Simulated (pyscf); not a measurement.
This saddle point was located with ωB97X-D3(BJ)/def2-SVP in PySCF.

```xyz
8

In     0.6478     0.5045     0.5295
C     -0.3580     0.0998    -1.2952
H     -0.4419     1.0317    -1.8722
H      0.1968    -0.6472    -1.8798
H     -1.3656    -0.2791    -1.0727
S      2.0405     0.6620     2.3475
H      0.5713     1.5677     2.2938
H     -0.3170     1.8399     1.7817
```
Charge 0, spin multiplicity 1.

Surface: singlet, charge 0. Lowest wavenumbers (cm⁻¹): 1733i, 48, 109, 122, 430.

### Question
Which two sides does it connect, and which bonds change?

### Answer
`[CH3][InH][SH]` <-> `[CH3][In]=[S]` + `[H][H]`, an elimination read from left to right: H–In, H–S broken and H–H formed. At ωB97M-D3(BJ)/def2-TZVP it lies +50.3 kcal/mol from the left side and +31.0 kcal/mol from the right (each side as separated species at their lowest minima found). At the saddle there is also a short H–In contact that neither side keeps. One saddle was located; it need not be the lowest between these sides. Elements past Kr carry the def2 core potentials, without spin-orbit coupling.
